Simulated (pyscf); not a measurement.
Optimised with ωB97X-D3(BJ)/def2-SVP in PySCF.

Task: For H₂N–Si(Cl)(Cl)–Cl + H₂ → H₂N–SiH(Cl)–Cl + HCl, a four-centre exchange (singlet surface; Cl–Si, H–H broken, H–Si, Cl–H formed), PBE/def2-TZVP gives ΔE‡ = 43.9 kcal/mol and ΔE = +17.6 kcal/mol (zero: the separated reactants). In which direction and how far do B3LYP-D3(BJ)/def2-TZVP, M06-2X/def2-TZVP, ωB97M-D3(BJ)/def2-TZVP move these?

Result: B3LYP-D3(BJ): ΔE‡ = 49.9 kcal/mol, ΔE = +18.6 kcal/mol; M06-2X: ΔE‡ = 52.3 kcal/mol, ΔE = +20.0 kcal/mol; ωB97M-D3(BJ): ΔE‡ = 50.8 kcal/mol, ΔE = +18.4 kcal/mol. PBE's barrier lies under all of them, by 6.0 to 8.4 kcal/mol. Its reaction energy lies under all of them, by 0.7 to 2.4 kcal/mol. Low barriers are usual for a GGA, whose delocalisation error favours stretched bonds. This is the saddle that the search found; another between the same sides may lie lower.
